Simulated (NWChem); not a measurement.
**Correlation energy of C3H7Cl**

```xyz
11

C     -1.9197    -0.2437     0.2260
C     -0.7067    -1.1286    -0.0602
C      0.6150    -0.5763     0.4584
Cl     1.0707     0.9888    -0.3364
H     -2.0663    -0.0978     1.3168
H     -2.8483    -0.6900    -0.1819
H     -1.7898     0.7571    -0.2322
H     -0.6126    -1.3118    -1.1522
H     -0.8421    -2.1290     0.4100
H      0.5731    -0.3707     1.5471
H      1.4517    -1.2752     0.2657
```
Charge 0, spin multiplicity 1.

The numbers come from NWChem runs, not from measurements. The geometry was optimised at PBE/def2-SVP, a minimum by its harmonic frequencies. It is one conformer; others weren't searched.

Basis set: cc-pVDZ. Each correlation energy counts from its own Hartree-Fock reference.

The correlated methods keep 8 core orbitals frozen. The structure started from a generated list of species. No row is a measurement; the coupled-cluster row has its own basis-set and correlation limits.

Q: For the correlation energy, CCSD gives -629.1 mHa and RI-MP2 gives -573.6 mHa. What do CCSD(T), CCSD+T(CCSD) give?

A: CCSD(T): -646.5 mHa; CCSD+T(CCSD): -646.9 mHa.
